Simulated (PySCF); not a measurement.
## Molecular orbitals of SiN⁻

PBE0 at R = 1.592 Å; PySCF, no relativity, basis sets Si aug-cc-pV(D+d)Z, N aug-cc-pVDZ. State: ¹Σ⁺ (singlet), closed shell. Only the outer orbitals are listed, counted within each symmetry.

| orbital | occ. | ε (eV) | on Si (%) | main shells (%) |
| --- | --- | --- | --- | --- |
| 5σ | 2 | -14.36 | 20 | 76 N s, 13 Si s |
| 6σ | 2 | -4.59 | 72 | 66 Si s, 16 N p, 12 N s |
| 2π | 2 | -1.13 | 36 | 63 N p, 34 Si p |
| 2π | 2 | -1.13 | 36 | 63 N p, 34 Si p |
| 7σ | 2 | -1.06 | 44 | 46 N p, 29 Si p, 14 Si s |
| 3π | 0 | 3.72 | 102 | 100 Si p |
| 3π | 0 | 3.72 | 102 | 100 Si p |

Q: Which are the highest filled and the lowest empty level, where do they sit, and how wide is the gap?

A: Highest filled 7σ at -1.06 eV (in %: 46 N p, 29 Si p, 14 Si s); lowest empty 3π at 3.72 eV (in %: 100 Si p); the gap at PBE0 is 4.78 eV. An empty level above zero is unbound, and its energy depends on the basis.

```
bond order (Mayer)                                                                                                : 2.59
⟨S²⟩                                                                                                              : 0.000
charge on Si (Mulliken, basis-dependent)                                                                          : -0.19
charge on Si (Löwdin, basis-dependent)                                                                            : 0.15
dipole moment (positive dipole points towards N; it is taken about the centre of mass and depends on that origin) : -2.61 D
polarisability along the bond                                                                                     : 81.9 bohr³
polarisability across the bond                                                                                    : 56.4 bohr³
```

Shares are Mulliken populations and can fall outside 0 to 100 %.
